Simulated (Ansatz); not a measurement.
What does this script print? It uses Ansatz 0.2.0 through its Python package.

`scan_ch2.py`
```python
from dataclasses import dataclass

import ansatz as az
import numpy as np


@dataclass(frozen=True)
class RunConfig:
    basis: str = "cc-pVDZ"
    method: str = "CCSD(T)"


settings = RunConfig()

mol = (
    az.Crystal.molecule()
    .atom("C", (-0.0028, 0.427, 0.0))
    .atom("H", (-0.9044, -0.2194, 0.0))
    .atom("H", (0.9072, -0.2076, 0.0))
)

symbols = [site.symbol for site in mol.cartesian_sites]
start = np.array([site.position_ang for site in mol.cartesian_sites])
axis = (start[2] - start[0]) / np.linalg.norm(start[2] - start[0])
moving = [2]
lengths, energies = [0.976, 1.021, 1.065, 1.109, 1.154, 1.198, 1.243, 1.309], []
for length in lengths:
    xyz = start.copy()
    xyz[moving] += (length - np.linalg.norm(start[2] - start[0])) * axis
    point = az.Crystal.molecule()
    for symbol, place in zip(symbols, xyz):
        point = point.atom(symbol, place.tolist())
    base = (
        point.calculation()
        .basis(gaussian=settings.basis)
        .correlation(settings.method)
        .spin("collinear", total=2)
    )
    data = base.run(threads=1, pin="off").report
    energies.append(data["free_energy_ev"])
    print(f"r = {length:6.3f} A  E = {energies[-1]:.5f} eV  <S^2> = {abs(data['mean_field']['state']['spin_squared']):.3f}")

fit = np.polynomial.Polynomial.fit(lengths, np.array(energies) - min(energies), 4).convert()
roots = [r.real for r in fit.deriv().roots() if abs(r.imag) < 1e-9 and fit.deriv(2)(r.real) > 0]
r_e = min(roots, key=lambda r: abs(r - lengths[int(np.argmin(energies))]))
print(f"minimum of the fit at {r_e:.4f} A, force constant {fit.deriv(2)(r_e):.2f} eV/A^2")
```

```console
$ python scan_ch2.py
r =  0.976 A  E = -1061.77758 eV  <S^2> = 2.011
r =  1.021 A  E = -1062.00306 eV  <S^2> = 2.012
r =  1.065 A  E = -1062.11557 eV  <S^2> = 2.012
r =  1.109 A  E = -1062.14466 eV  <S^2> = 2.012
r =  1.154 A  E = -1062.10741 eV  <S^2> = 2.013
r =  1.198 A  E = -1062.02061 eV  <S^2> = 2.013
r =  1.243 A  E = -1061.89283 eV  <S^2> = 2.014
r =  1.309 A  E = -1061.65470 eV  <S^2> = 2.016
minimum of the fit at 1.1047 A, force constant 34.40 eV/A^2
```

Total energies depend on the basis set; only differences at equal settings carry meaning. The rest of the molecule is held rigid at a force-field or estimated start geometry, and the basis set is modest; single-reference methods fail as a bond breaks. The run takes the species as open-shell (spin multiplicity 3), which needn't be its ground state. S² is that of the Hartree-Fock reference. Run time: 2.9 s on 1 thread of Arm Neoverse V1, on a shared host, peak memory 0.15 GiB.
